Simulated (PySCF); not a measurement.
**How well do the runs reproduce experiment for 1-chloropropane?**

**Experimental background.**

From NIST CCCBDB Release 22 (SRD 101), experimental polarizabilities, for the gas: mean polarisability 10 Å³.

The results are set against them at the end.

Species: 1-chloropropane, C3H7Cl.
SMILES with atom numbers: `[CH3:1][CH2:2][CH2:3][Cl:4]` (hydrogens: H5, H6, H7 on C1; H8, H9 on C2; H10, H11 on C3)

Structure used (GFN2-xTB), in Å, numbered top down from 1:
```
atom  x, y, z in Å
C1    -1.2738   -0.0336    0.4070
C2    -0.0175   -0.5058   -0.3165
C3     1.1287    0.4652   -0.0896
Cl4    2.6007   -0.0856   -0.9358
H5    -1.0948    0.0397    1.4773
H6    -2.0874   -0.7347    0.2417
H7    -1.5815    0.9434    0.0416
H8     0.2693   -1.4941    0.0471
H9    -0.2149   -0.5865   -1.3868
H10    1.3829    0.5390    0.9680
H11    0.8936    1.4558   -0.4799
```

The PySCF runs (gas phase, on this GFN2-xTB geometry; no spin–orbit coupling):

| level | job | basis functions |
| --- | --- | --- |
| CAM-B3LYP/def2-SVPD | 8 singlets by full TDDFT, 3 Tamm–Dancoff triplets, polarisability | 143 |
| PBE0/def2-SVPD | 6 singlets by full TDDFT, 2 Tamm–Dancoff triplets, polarisability | 143 |

## Comparison

**Mean polarisability.** Measured: 10 Å³ (NIST CCCBDB Release 22 (SRD 101), experimental polarizabilities).

```json
{"level": "CAM-B3LYP/def2-SVPD", "computed (Å³)": "7.84", "computed − measured (Å³)": "-2.16", "% (from the printed values)": "-22"}
{"level": "PBE0/def2-SVPD", "computed (Å³)": "7.86", "computed − measured (Å³)": "-2.14", "% (from the printed values)": "-21"}
```

Closest is PBE0/def2-SVPD (-2.14 Å³), furthest CAM-B3LYP/def2-SVPD (-2.16 Å³); one molecule doesn't rank methods. The computed values are static and purely electronic, with core orbitals frozen in the response (1 au = 0.148185 Å³). The table of measured values doesn't say here whether a value is static or optical, or holds a vibrational part. The measurement averages over conformers, the calculation has one.

No measured geometry was used, and the causes of the misses weren't examined.
